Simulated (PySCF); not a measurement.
A database entry of computed molecular properties. Lists by class give the value and the number of equivalent atoms.

```json
{
 "name": "H3Si(SH)",
 "formula": "H4SSi",
 "smiles": "[SiH3]S",
 "charge": 0,
 "multiplicity": 1,
 "geometry_level": "PBE0-D3(BJ)/def2-TZVP",
 "atoms_angstrom": [
  ["Si", -0.487, -0.096, 0.006],
  ["S", 1.465, 0.746, -0.206],
  ["H", -0.696, -0.661, 1.363],
  ["H", -1.416, 1.037, -0.219],
  ["H", -0.735, -1.162, -0.998],
  ["H", 2.11, -0.409, 0.027]
 ],
 "electronic_structure_code": "PySCF",
 "results": {
  "PBE0-D3(BJ)/def2-TZVP geometry optimisation, gas phase": {
   "point_group": "Cs",
   "rotational_constants_GHz": [65.97, 6.307, 6.17]
  },
  "B97-2/pcSseg-2 ground state and GIAO shieldings, non-relativistic": {
   "dipole_D": 1.19,
   "homo_eV": -7.3,
   "lumo_eV": -0.06,
   "shift_vs_computed_TMS_H_by_class_ppm": [
    [4.77, 3],
    [0.12, 1]
   ],
   "shielding_other_nuclei_by_class_ppm": [
    ["Si", 404.0, 1],
    ["S", 765.8, 1]
   ]
  }
 }
}
```

The rotational constants make it an asymmetric top with κ = (2B − A − C)/(A − C) = -1.00, nearer the prolate limit (−1). The dipole matches unit charges of opposite sign 0.25 Å apart (1 e·Å = 4.8032 D). With B = h/(8π²I), that is 505.379 GHz u Å² over I, the principal moments of inertia are 7.7, 80.1 and 81.9 u Å² (most abundant isotopes); the inertial defect Ic − Ia − Ib is -5.9 u Å² (zero for a rigid planar frame, negative otherwise).

Isolated species at its PBE0-D3(BJ)/def2-TZVP geometry, gas phase.
